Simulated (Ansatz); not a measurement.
# C₂H+ (triplet): the correlation ladder, cc-pVTZ

An exercise on one series of results from a longer session: the logs are not shown, and one member is left open.

The runs use Ansatz 0.2.0, Gaussian basis; cc-pVTZ, core rule «outside noble gas», up to 2 orbitals frozen.

To be run: UHF; CCSD(T) on ROHF; CCSD(T) on UHF; BCCD(T) on ROHF; CCSDT(Q) on ROHF; CCSDT(Q) on UHF; CASSCF and MRCISD+Q, 8 electrons in 9 orbitals; CASSCF and NEVPT4(SD), 8 electrons in 9 orbitals; CASSCF and NEVPT2, 8 electrons in 9 orbitals.

5 further runs of the same task are left out: 5 set aside as unsound or not needed.

## The geometry

The geometry is a PBE0/def2-TZVP stationary point (not a proven minimum) of the parent state, kept for this charge and spin.

3 atoms, charge 1, spin multiplicity 3.

Atoms are counted from 1 here; the program's logs count them from 0.

Bond lengths: C1–C2 1.200 Å, C1–H3 1.066 Å. Angles: C2–C1–H3 180.0°.

As a file:

```xyz
3

C     0.0000    0.0000    0.0447
C     0.0000    0.0000   -1.1555
H     0.0000    0.0000    1.1107
```

The first run:

File in.yaml:

```yaml
crystal:
  periodic: [false, false, false]
  atoms:
    - {symbol: C, position_ang: [0.000000, 0.000000, 0.044733]}
    - {symbol: C, position_ang: [0.000000, 0.000000, -1.155483]}
    - {symbol: H, position_ang: [0.000000, 0.000000, 1.110750]}
basis:
  gaussian: {orbitals: cc-pVTZ}
total_charge: 1
magnetization: {spin_polarized: true, initial_magnetization: 2}
hamiltonian: {xc: hf}
output: {orbitals: {seedname: orbitals}}
```

On the command line:

```bash
ansatz run in.yaml --threads 1 --pin off --events-out ev --progress --plain --max-ram 4096MiB --backend cpu
```

Steps of the session up to this table: UHF; CCSD(T) on ROHF; CCSD(T) on UHF; BCCD(T) on ROHF; CCSDT(Q) on ROHF; CCSDT(Q) on UHF; CASSCF and MRCISD+Q, 8 electrons in 9 orbitals; CASSCF and NEVPT4(SD), 8 electrons in 9 orbitals; CASSCF and NEVPT2, 8 electrons in 9 orbitals.

One table of the session follows, with a row left open; its other results are not shown here.

```
            method  from UCCSDT(Q) (meV)
              ROHF               +6626.6
               UHF               +6377.6
              RMP2                +946.7
              UMP2               +1119.1
             RCCSD                +307.7
             UCCSD                     ?
          RCCSD(T)                 +41.6
          UCCSD(T)                 +47.0
           BCCD(T)                 +42.4
            RCCSDT                 +16.6
            UCCSDT                 +15.5
         RCCSDT(Q)                  +0.9
         UCCSDT(Q)                     0
    CASSCF valence               +3629.3
    NEVPT2 valence                +713.6
NEVPT4(SD) valence                 +74.7
    MRCISD valence                +161.1
  MRCISD+Q valence                 +23.8
```

Q: Estimate the row for UCCSD from the others.

As computed: from UCCSDT(Q) (meV): +305.2. In the column «from UCCSDT(Q) (meV)» it lies between MRCISD valence (+161.1) and RCCSD (+307.7).

Caveats from the session: Restricted and unrestricted rows rest on different reference determinants; where their highest levels disagree by more than a few hundredths of an eV, they describe different states and don't form one ladder.
